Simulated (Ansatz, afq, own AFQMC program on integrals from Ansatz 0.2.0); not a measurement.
AFQMC on a folder of integrals that Ansatz 0.2.0 wrote.

```yaml
crystal:
  periodic: [false, false, false]
  atoms:
    - {symbol: V, position_ang: [0.000000, 0.000000, 0.000000]}
    - {symbol: H, position_ang: [0.977798, 0.980911, 1.015549]}
    - {symbol: H, position_ang: [-0.981781, -0.975570, 1.016851]}
    - {symbol: H, position_ang: [-0.976246, 0.977112, -1.020691]}
    - {symbol: H, position_ang: [0.980228, -0.982453, -1.011708]}
basis:
  gaussian: {orbitals: def2-SVP}
magnetization: {spin_polarized: true, initial_magnetization: 3}
correlation: {method: ccsd_t, electrons: outside_noble_gas, hamiltonian_folder: ham}
```

```sh
$ ansatz run in.yaml --threads 1 --pin off --events-out ev --progress --plain --max-ram 1382MiB
```

afq runs on the folder ham with

```
--method phaseless --trial cisd --walkers 60 --populations 1 --least-time 40 --time-step 0.005 --steps-per-block 50 --equilibration-blocks 40 --max-blocks 300 --target-error 0.00036 --factor-cut 1e-05 --start spin_pure --seed 241 --release-times 0.24,0.6,1.2,2,3,4.2 --release-step 0.04 --release-every 4 --taylor-order 6
```

Times are imaginary, in 1/Eh. The walk had a cap of 2164 s.

afq prints:

```
orbitals 42  electrons 6 3  factors 374 of 554
reference energy -944.87332722 Eh
CCSD correlation -0.15022234 Eh in 23 cycles, weight of the determinant in the CISD state 0.8420
energy of the start -945.022656 Eh
 block  time / (1/Eh)  mean weight  energy / Eh
     1     0.250  1.0017  -945.022379
     2     0.500  1.0003  -945.025575
     3     0.750  0.9996  -945.025601
     4     1.000  1.0015  -945.026743
     5     1.250  1.0005  -945.026997
     8     2.000  0.9997  -945.029456
    17     4.250  0.9991  -945.033258
    41    10.250  1.0002  -945.026577
    65    16.250  1.0012  -945.022529
    89    22.250  1.0013  -945.046748
   113    28.250  1.0011  -945.029826
   137    34.250  1.0026  -945.023733
   161    40.250  1.0011  -945.036379
   185    46.250  1.0036  -945.035212
   209    52.250  1.0003  -945.033552
   233    58.250  1.0008  -945.032370
   257    64.250  1.0033  -945.032815
   273    68.250  1.0010  -945.048844
   281    70.250  1.0003  -945.036824
   305    76.250  1.0010  -945.037321
   329    82.250  1.0001  -945.028036
   337    84.250  1.0010  -945.031359
blocks merged  error / Eh  count
     1  0.000484  300
     2  0.000578  150
     4  0.000667  75
     8  0.000732  37
    16  0.000769  18
    32  0.000830  9
released: time / (1/Eh)  energy / Eh  error  mean overlap
  0.24  -945.035876  0.000863  0.9951
  0.60  -945.035886  0.001035  0.9907
  1.20  -945.034646  0.001709  0.9988
  2.00  -945.035377  0.002652  1.0197
  3.00  -945.038169  0.005623  1.0145
  4.20  -945.022134  0.007836  1.0802
energy -945.035108 +/- 0.000769 Eh
(rows thinned)
```

The run passed its tests (sampling time, drift between the halves within three errors, error under three times the target), which doesn't prove that it has relaxed.

Against this walk (error 20.9 meV) on the same determinant: CCSD(T) 98.5 meV higher, CCSDT(Q) 19.1 meV lower (within the noise). The error is statistical and leaves out the bias of the constraint. None of these is a sure reference here. The released energies get too noisy after the second time (errors over twice the walk's own, or jumping) (meV from the phaseless value at times in 1/Eh: -21 ± 28 at 0.60, 13 ± 47 at 1.20, -7 ± 72 at 2.00, -83 ± 153 at 3.00, 353 ± 213 at 4.20), so they give no level.

Cautions: constraint bias not in the error; error above the target (20.9 against 9.8 meV); no relativity below Rb; outer-core shells of the metal frozen; lower spins were not checked; higher spins were not checked; strong correlation (T1 0.061, weight of the determinant 0.84, largest double 0.05); unrestricted determinant slightly spin contaminated (⟨S²⟩ 3.83 against 3.75); the bias of populations of 60 walkers isn't removed.

The walk took 21 min on 1 thread of Arm Neoverse N1, on a shared host. The log's last line is the phaseless energy.

CCSDT and higher add their correlation energy to the determinant of the CCSD(T) run, since their own runs factorise the integrals more tightly (a shift of under 2 meV).
